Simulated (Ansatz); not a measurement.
Zinc-blende HgS (metastable phase) was calculated with B3LYP (VWN-RPA form) (plane waves, PAW; Ansatz, a first-principles code).

Settings: plane-wave cutoff 460 eV, 8×8×8 k mesh, Fermi–Dirac smearing 0.01 eV, scalar-relativistic PAW data made under PBE.

The cell has the measured lattice: a = b = c = 5.8410 Å, α = β = γ = 90.00°.

### Question
Give the computed band gap.

### Answer

- band gap: 0.60 eV (on the SCF k mesh)

Note: cell and atoms aren't relaxed at this level (pressure 6.4 GPa).

Spin–orbit coupling is not included.

The result took around 4 core-minutes (rough).
